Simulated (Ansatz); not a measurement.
For trigonal Se, rVV10 in Ansatz (PAW) gives:

| Item | Value |
|---|---|
| lattice constant a | 4.226 Å |
| lattice parameter c | 5.189 Å |

Task: What does HSE06 (Ansatz, a first-principles code, plane waves, PAW) give for the same quantities?

Result: 
- lattice constant a: 4.859 Å (grows by 15 %)
- lattice parameter c: 4.886 Å (shrinks by 5.8 %)

For comparison: lattice constant a 4.365 Å (measured, 293 K, no zero-point or thermal correction; as tabulated in Wikipedia's data pages); lattice parameter c 4.958 Å (measured, 293 K, not corrected to a static lattice; as tabulated in Wikipedia's data pages).

Changes are worked out from the printed values.

Unless a cell is named, each level is at its own relaxed cell (rVV10 26.75, HSE06 33.30 Å³/atom).

Caveats: the cell comes from a level without a dispersion term, which matters for the spacing of layers, chains or molecules (HSE06). Ansatz's density-functional and Hartree–Fock values are scalar-relativistic unless marked +SOC, with PAW data made under PBE.
